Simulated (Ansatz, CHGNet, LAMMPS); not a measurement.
**How well does each level of theory give the cohesive energy of fcc Rh?**

Reference value: 5.78 eV/atom (measured, static lattice: zero-point vibration energy added; as tabulated in Mejia-Rodriguez and Trickey (2018), arXiv:1807.09216).

Task: What do MEAM library.meam-Rh, CHGNet 0.3.0, LDA, PBE, rVV10, r²SCAN, r²SCANh give, and how far is each from the reference?

Result: 
```json
[
 {"level (code)": "MEAM library.meam-Rh (LAMMPS)", "value (eV/atom)": "5.75", "cell (Å³/atom)": "13.72", "error (eV/atom)": "-0.03"},
 {"level (code)": "CHGNet 0.3.0", "value (eV/atom)": "5.01", "cell (Å³/atom)": "14.23", "error (eV/atom)": "-0.77"},
 {"level (code)": "LDA (Ansatz)", "value (eV/atom)": "7.60", "cell (Å³/atom)": "13.22", "error (eV/atom)": "+1.82"},
 {"level (code)": "PBE (Ansatz)", "value (eV/atom)": "5.73", "cell (Å³/atom)": "14.04", "error (eV/atom)": "-0.05"},
 {"level (code)": "rVV10 (Ansatz)", "value (eV/atom)": "5.90", "cell (Å³/atom)": "14.45", "error (eV/atom)": "+0.12"},
 {"level (code)": "r²SCAN (Ansatz)", "value (eV/atom)": "5.44", "cell (Å³/atom)": "13.72", "error (eV/atom)": "-0.34"},
 {"level (code)": "r²SCANh (Ansatz)", "value (eV/atom)": "4.85", "cell (Å³/atom)": "13.55", "error (eV/atom)": "-0.93"}
]
```

Leaving aside CHGNet 0.3.0 (doubt noted below), r²SCANh (doubt noted below): Once the reference is moved by up to 0.03 eV/atom (a margin picked here for doubts on the reference and the settings) and values within 0.03 eV/atom count as equal, the nearest can be MEAM library.meam-Rh (-0.03 eV/atom), PBE (-0.05 eV/atom) or rVV10 (+0.12 eV/atom). Among them LDA (+1.82 eV/atom) misses by most. Within 0.5 eV/atom: MEAM library.meam-Rh, PBE, rVV10, r²SCAN.

Free atoms are spin-polarised, in the lowest state found; at levels without +SOC their spin–orbit coupling is left out.  CHGNet 0.3.0: free atoms can lie outside what these potentials were trained on. r²SCANh: the free atom's electronic state is in doubt. Each level is taken at its own relaxed cell. Cutoffs and k meshes differ between the levels. Ansatz's density-functional and Hartree–Fock values are scalar-relativistic unless marked +SOC, with PAW data made under PBE.

Empirical potentials (MEAM library.meam-Rh) are fitted to chosen data: where that held the value shown, agreement is built in, and what lay outside the fit can be far off. Machine-learned potentials (CHGNet 0.3.0) are trained on DFT data: a solid inside that data is no test of them.

Differences are worked out from the printed values.

Ansatz is an electronic-structure program.
